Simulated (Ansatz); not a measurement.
# MgH₂O₂ (SMILES [OH][Mg][OH]): one structure at several levels

The task here is to estimate one member of a computed series from the others.

Computed with Ansatz 0.2.0, Gaussian basis. Level: single points in def2-TZVPP.

Correlated methods freeze the cores. The outer core shell of Li, Na, Mg and K is correlated. B3LYP uses VWN-RPA correlation.

**Starting geometry**

SMILES `[OH][Mg][OH]`, 5 atoms, charge 0, spin multiplicity 1.

Atoms are counted from 1 here; the program's logs count them from 0.

Bond lengths: O1–Mg2 1.732 Å, O1–H4 1.125 Å, Mg2–O3 1.935 Å, O3–H5 0.907 Å. Angles: Mg2–O1–H4 134.4°, O1–Mg2–O3 131.7°, Mg2–O3–H5 109.6°.

Geometry (Å):

```
O    -1.3576   -0.1884   -0.7524
Mg   -0.0158   -0.9293    0.0547
O     1.5767   -0.1810    0.8590
H    -1.9814    0.7287   -0.5625
H     1.7162    0.6551    0.5374
```

The first run:

File run/in.yaml:

```yaml
crystal:
  periodic: [false, false, false]
  atoms:
    - {symbol: O, position_ang: [-1.357600, -0.188400, -0.752400]}
    - {symbol: Mg, position_ang: [-0.015800, -0.929300, 0.054700]}
    - {symbol: O, position_ang: [1.576700, -0.181000, 0.859000]}
    - {symbol: H, position_ang: [-1.981400, 0.728700, -0.562500]}
    - {symbol: H, position_ang: [1.716200, 0.655100, 0.537400]}
basis:
  gaussian: {orbitals: def2-TZVPP}
correlation: {method: ccsd_t}
output: {forces: true}
```

The command line of these runs was not kept.

Among the steps run: CCSD(T)/def2-TZVPP; PBE0-D4/def2-TZVPP; wB97M-V/def2-TZVPP; r2SCAN-D4/def2-TZVPP; PBE-D4/def2-TZVPP; B3LYP-D4/def2-TZVPP; r2SCAN0-D4/def2-TZVPP.

One of the session's tables, all rows but one given; the rest of the session is left out.

| method | RMS force component (eV/Å) | angle to CCSD(T) forces (°) | dipole (D) |
| --- | --- | --- | --- |
| CCSD(T) | 2.714 | reference | 2.85 |
| PBE0-D4 | 2.728 | 1.0 | 2.70 |
| wB97M-V | 2.728 | 0.6 | 2.71 |
| r2SCAN-D4 | ? | ? | ? |
| PBE-D4 | 2.690 | 5.3 | 2.48 |
| B3LYP-D4 | 2.691 | 1.0 | 2.63 |
| r2SCAN0-D4 | 2.740 | 3.7 | 2.81 |

Q: Estimate the row for r2SCAN-D4 from the others.

As computed: RMS force component (eV/Å): 2.696; angle to CCSD(T) forces (°): 0.7; dipole (D): 2.70. In the column «RMS force component (eV/Å)» it lies between B3LYP-D4 (2.691) and CCSD(T) (2.714).
